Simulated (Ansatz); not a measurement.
Compare A (`FC#CCCCl`) with its isomer B (`C#CC(F)CCl`).

Program: Ansatz. Geometries: PBE0-D4/def2-TZVP. ΔE: electronic, gas phase. CCSD(T)/CBS is the MP2 limit (def2-TZVPP, def2-QZVPP) plus CCSD(T) − MP2 in def2-TZVPP, frozen cores. DFT in def2-TZVPP. B3LYP here is the variant with VWN-RPA as its local correlation; programs differ in this. One conformer a species, not always the lowest.

Question: Which is lower in electronic energy at CCSD(T)/CBS, and by how much? (Estimate.)

Answer: Ansatz gave: B, by 13.0 kcal/mol.

Question: Give E(B) − E(A) in kcal/mol with B3LYP, PBE0-D4, CCSD(T)/def2-TZVPP, B2PLYP, HF/def2-TZVPP, MP2/def2-TZVPP, ωB97M-V. (Best estimate.)

Answer: Computed: B3LYP -10.6, PBE0-D4 -9.3, CCSD(T)/def2-TZVPP -12.7, B2PLYP -11.7, HF/def2-TZVPP -12.4, MP2/def2-TZVPP -12.6, ωB97M-V -11.8. None reverses the order clearly.

Largest T1 diagnostic: 0.011.
